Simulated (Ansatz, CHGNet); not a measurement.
For hcp Mg, the machine-learned potential CHGNet 0.3.0 (trained on PBE and PBE+U data) gives:

```
Item                         Result
-------------------------  --------
lattice constant a          3.207 Å
lattice parameter c         5.133 Å
elastic constant C11       52.2 GPa
elastic constant C44        7.3 GPa
polycrystal shear modulus   9.6 GPa
```

Problem. What does r²SCAN in Ansatz (PAW) give for the same quantities?

Solution. 
- lattice constant a: 3.180 Å (drops by 0.8 %)
- lattice parameter c: 5.152 Å (goes up by 0.4 %)
- elastic constant C11: 72.2 GPa (grows by 38 %)
- elastic constant C44: 22.2 GPa (grows by 200 %)
- Voigt–Reuss–Hill shear modulus: 23.9 GPa (grows by 150 %)

For comparison: lattice constant a 3.209 Å (measured, 293 K, no zero-point or thermal correction; as tabulated in Wikipedia's data pages); lattice parameter c 5.210 Å (measured, 293 K, no zero-point or thermal correction; as tabulated in Wikipedia's data pages); elastic constant C11 63.5 GPa (measured, 0 K, extrapolated to 0 K; zero-point effects included; as tabulated in Ibrahim et al. (2023), arXiv:2305.03577); elastic constant C44 18.4 GPa (measured, 0 K, extrapolated to 0 K; zero-point effects included; as tabulated in Ibrahim et al. (2023), arXiv:2305.03577).

Changes are worked out from the printed values.

Unless a cell is named, each level is at its own relaxed cell (CHGNet 0.3.0 22.85, r²SCAN 22.57 Å³/atom).

Ansatz's density-functional and Hartree–Fock values are scalar-relativistic unless marked +SOC, with PAW data made under PBE.

Ansatz is an electronic-structure program.
